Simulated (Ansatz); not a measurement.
# H₂OSSi (SMILES O[SiH]=S): one structure at several levels

Aim: energy, forces and dipole at a frame of a short trajectory, from CCSD(T) and from density functionals.

The runs use Ansatz 0.2.0, Gaussian basis; single points in def2-TZVPP.

Correlated methods freeze the cores.

1 further run of the same task is left out (it didn't finish).

## (1) Where the work starts

SMILES `O[SiH]=S`, 5 atoms, charge 0, spin multiplicity 1.

Atoms are counted from 1 here; the program's logs count them from 0.

Bond lengths: O1–Si2 1.645 Å, O1–H4 0.987 Å, Si2–S3 1.898 Å, Si2–H5 1.496 Å. Angles: Si2–O1–H4 125.3°, O1–Si2–S3 126.5°, O1–Si2–H5 104.4°, S3–Si2–H5 128.5°.

Coordinates:

```xyz
5
H2OSSi
O    -0.46618   -0.10007   -1.07305
Si    0.26358    0.18377    0.37321
S     1.48340    1.58358    0.76516
H    -1.21592   -0.72505   -1.22070
H    -0.07676   -1.01378    1.20358
```

## (2) PBE-D4/def2-TZVPP

Contents of run/in.yaml:

```yaml
crystal:
  periodic: [false, false, false]
  atoms:
    - {symbol: O, position_ang: [-0.466180, -0.100065, -1.073050]}
    - {symbol: Si, position_ang: [0.263582, 0.183767, 0.373212]}
    - {symbol: S, position_ang: [1.483398, 1.583579, 0.765159]}
    - {symbol: H, position_ang: [-1.215916, -0.725050, -1.220695]}
    - {symbol: H, position_ang: [-0.076757, -1.013779, 1.203585]}
basis:
  gaussian: {orbitals: def2-TZVPP}
hamiltonian: {xc: pbe, dispersion: d4}
output: {forces: true}
```

Run with:

```
$ ansatz run in.yaml --threads 2 --pin off --events-out ev --progress --plain --max-ram 3481MiB
```

## (3) r2SCAN-D4/def2-TZVPP

Edit run/in.yaml of step 2 so:

```diff
@@ -10,3 +10,3 @@
   gaussian: {orbitals: def2-TZVPP}
-hamiltonian: {xc: pbe, dispersion: d4}
+hamiltonian: {xc: r2scan, dispersion: d4}
 output: {forces: true}
```

## (4) PBE0-D4/def2-TZVPP

Edit run/in.yaml of step 3 so:

```diff
@@ -10,3 +10,3 @@
   gaussian: {orbitals: def2-TZVPP}
-hamiltonian: {xc: r2scan, dispersion: d4}
-output: {forces: true}
+hamiltonian: {xc: pbe0, dispersion: d4}
+output: {forces: true, orbitals: {seedname: orbitals}}
```

## (5) wB97M-V/def2-TZVPP

Edit run/in.yaml of step 4 so:

```diff
@@ -10,3 +10,3 @@
   gaussian: {orbitals: def2-TZVPP}
-hamiltonian: {xc: pbe0, dispersion: d4}
-output: {forces: true, orbitals: {seedname: orbitals}}
+hamiltonian: {xc: {name: wB97M-V}}
+output: {forces: true}
```

## (6) CCSD(T)/def2-TZVPP

Edit run/in.yaml of step 5 so:

```diff
@@ -10,3 +10,3 @@
   gaussian: {orbitals: def2-TZVPP}
-hamiltonian: {xc: {name: wB97M-V}}
+correlation: {method: ccsd_t}
 output: {forces: true}
```

(Steps that only read results are left out.)

Q: Predict the outcome of this session. Wanted: energy less free atoms, CCSD(T)/def2-TZVPP; RMS force component; RMS force error; HOMO and LUMO, PBE0-D4; T1 diagnostic.

The runs gave:

```
                                  quantity                                                             value
energy less free atoms, CCSD(T)/def2-TZVPP                                                   -393.9 kcal/mol
                       RMS force component                              0.744 to 0.852 eV/Å over the methods
                           RMS force error  PBE-D4 0.213, r2SCAN-D4 0.102, PBE0-D4 0.139, wB97M-V 0.159 eV/Å
                    HOMO and LUMO, PBE0-D4                                                -7.40 and -1.64 eV
                             T1 diagnostic                                                             0.015
```

In words: Against CCSD(T) the functionals' energies less atoms differ by -21.0 to -9.4 kcal/mol, PBE-D4 by -21.0 kcal/mol. The reference is not at the basis limit: in triple zeta CCSD(T) underbinds, which counts against methods that bind more; the gaps are no ranking. On forces the order runs from r2SCAN-D4 to PBE-D4. Frozen-core CCSD(T) forces in triple zeta carry basis errors of their own, and this is one geometry, so small gaps rank nothing.
